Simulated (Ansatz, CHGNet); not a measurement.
For rhombohedral A7 As, the machine-learned potential CHGNet 0.3.0 (trained on PBE and PBE+U data) gives:

```
Item                    Value
-------------------  --------
lattice parameter a   3.715 Å
c axis length        15.923 Å
```

Question: What does r²SCAN-D4 in Ansatz (plane waves, PAW) give for the same quantities?

Answer: 
- lattice constant a: 3.749 Å (grows by 0.9 %)
- lattice parameter c: 10.865 Å (falls by 32 %)

For comparison: lattice constant a 3.760 Å (measured, 4 K, zero-point motion not removed; as tabulated in Schiferl, Barrett, J. Appl. Cryst. 2, 30 (1969), as in the American …); lattice parameter c 10.441 Å (measured, 4 K, zero-point motion not removed; as tabulated in Schiferl, Barrett, J. Appl. Cryst. 2, 30 (1969), as in the American …).

Changes are worked out from the printed values.

Unless a cell is named, each level is at its own relaxed cell (CHGNet 0.3.0 31.72, r²SCAN-D4 22.04 Å³/atom).

Caveats: the cell has another shape than the first-principles one, perhaps another minimum in the same group (CHGNet 0.3.0); the cell moved over 20 % in volume from its start (CHGNet 0.3.0). Ansatz's density-functional and Hartree–Fock values are scalar-relativistic unless marked +SOC, with PAW data made under PBE.

Ansatz is a first-principles code.
